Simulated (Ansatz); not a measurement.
**AlClHS radical: functionals against CCSD(T) at one geometry**

One table from this session's results is given with a row withheld; the runs are named, their logs left out.

Computed with Ansatz 0.2.0, Gaussian basis. Level: single points in def2-TZVPP.

Cores are frozen in the correlated methods. Orbitals are unrestricted. B3LYP uses VWN-RPA correlation.

### Starting geometry

SMILES `[SH][Al][Cl]`, 4 atoms, charge 0, spin multiplicity 2.

Atoms are counted from 1 here; the program's logs count them from 0.

Bond lengths: S1–Al2 2.255 Å, S1–H4 1.457 Å, Al2–Cl3 1.996 Å. Angles: Al2–S1–H4 89.4°, S1–Al2–Cl3 132.6°.

As a file:

```tsv
atom	x (Å)	y (Å)	z (Å)
S1	0.0668	1.2680	-0.9802
Al2	-0.6861	-0.6619	-0.0889
Cl3	0.2469	-2.2798	0.6167
H4	0.0687	1.8632	0.3492
```

Set-up of the first run:

File run/in.yaml:

```yaml
crystal:
  periodic: [false, false, false]
  atoms:
    - {symbol: S, position_ang: [0.066800, 1.268000, -0.980200]}
    - {symbol: Al, position_ang: [-0.686100, -0.661900, -0.088900]}
    - {symbol: Cl, position_ang: [0.246900, -2.279800, 0.616700]}
    - {symbol: H, position_ang: [0.068700, 1.863200, 0.349200]}
basis:
  gaussian: {orbitals: def2-TZVPP}
magnetization: {spin_polarized: true, initial_magnetization: 1}
correlation: {method: ccsd_t}
scf: {omitted_lower_state_checks: [cluster_reference]}
output: {forces: true}
```

The command line of these runs was not kept.

Among the steps run: CCSD(T)/def2-TZVPP; PBE0-D4/def2-TZVPP; wB97M-V/def2-TZVPP; r2SCAN-D4/def2-TZVPP; PBE-D4/def2-TZVPP; SPW92/def2-TZVPP; B3LYP-D4/def2-TZVPP.

One table of the session follows, with a row left open; its other results are not shown here.

```
   method  RMS force component (eV/Å)  angle to CCSD(T) forces (°)  dipole (D)
  CCSD(T)                       1.349                    reference        0.72
  PBE0-D4                           ?                            ?           ?
  wB97M-V                       1.345                          1.1        0.86
r2SCAN-D4                       1.313                          0.9        0.77
   PBE-D4                       1.289                          5.1        0.72
    SPW92                       1.182                          2.8        0.79
 B3LYP-D4                       1.327                          1.8        0.77
```

**Question.** Estimate the row for PBE0-D4.

As computed: RMS force component (eV/Å): 1.315; angle to CCSD(T) forces (°): 2.0; dipole (D): 0.77. In the column «RMS force component (eV/Å)» it lies between r2SCAN-D4 (1.313) and B3LYP-D4 (1.327).
